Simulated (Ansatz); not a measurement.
**BHS (singlet): wave-function methods side by side at distance B1–H3 = 1.175 Å, 6-31G**

The task here is to estimate one member of a computed series from the others.

Computed with Ansatz 0.2.0, Gaussian basis. Level: 6-31G, core rule «outside noble gas», up to 6 orbitals frozen.

To be run: UHF; CCSD(T) on RHF; BCCD(T) on RHF; CISD; CCSDT(Q) on RHF; CISDTQ; CCSDTQ on RHF; CASSCF and MRCISD+Q, 2 electrons in 2 orbitals; CASSCF and NEVPT2, 2 electrons in 2 orbitals; CASSCF and MRCISD+Q, 10 electrons in 9 orbitals; CASSCF and NEVPT2, 10 electrons in 9 orbitals; Full CI.

16 further runs of the same task are left out: 12 that didn't finish, 4 set aside as unsound or not needed.

## The geometry

The geometry derives from a PBE0/def2-TZVP stationary point (not a proven minimum). One bond is set to the value named and the two fragments are kept rigid.

3 atoms, charge 0, spin multiplicity 1.

Atoms are counted from 1 here; the program's logs count them from 0.

Bond lengths: B1–S2 1.598 Å, B1–H3 1.175 Å. Angles: S2–B1–H3 180.0°.

Set-up of the first run:

File in.yaml:

```yaml
crystal:
  periodic: [false, false, false]
  atoms:
    - {symbol: B, position_ang: [0.000000, 0.000000, 0.140933]}
    - {symbol: S, position_ang: [0.000000, 0.000000, -1.456867]}
    - {symbol: H, position_ang: [0.000000, 0.000000, 1.315933]}
basis:
  gaussian: {orbitals: 6-31G}
magnetization: {spin_polarized: true, initial_magnetization: 0}
hamiltonian: {xc: hf}
output: {orbitals: {seedname: orbitals}}
```

Launch:

```
ansatz run in.yaml --threads 1 --pin off --events-out ev --progress --plain --max-ram 2393MiB
```

Among the steps run: UHF; CCSD(T) on RHF; BCCD(T) on RHF; CISD; CCSDT(Q) on RHF; CISDTQ; CCSDTQ on RHF; CASSCF and MRCISD+Q, 2 electrons in 2 orbitals; CASSCF and NEVPT2, 2 electrons in 2 orbitals; CASSCF and MRCISD+Q, 10 electrons in 9 orbitals; CASSCF and NEVPT2, 10 electrons in 9 orbitals; Full CI.

One of the session's tables, all rows but one given; the rest of the session is left out.

```
          method  from FCI (kJ/mol)
             RHF             +347.2
            RMP2              +50.3
            CISD              +34.3
           RCCSD                  ?
        RCCSD(T)               +2.1
         BCCD(T)               +1.9
          RCCSDT               -0.5
          CISDTQ               +2.3
       RCCSDT(Q)               -0.1
         RCCSDTQ               -0.1
  CASSCF valence              +99.8
  NEVPT2 valence              +27.9
  MRCISD valence               +2.7
MRCISD+Q valence               +0.6
             FCI                  0
```

Q: Estimate the row for RCCSD from the others.

The run gave: from FCI (kJ/mol): +16.9. In the column «from FCI (kJ/mol)» it lies between MRCISD valence (+2.7) and NEVPT2 valence (+27.9).

Left out of the table: CASSCF pair, NEVPT2 pair, MRCISD pair, MRCISD+Q pair (the active space lost an orbital or holds another state than full CI finds).

To keep in mind: RCCSDT falls below full CI, which methods that aren't variational can do. Warnings in the runs' records: passed over end.
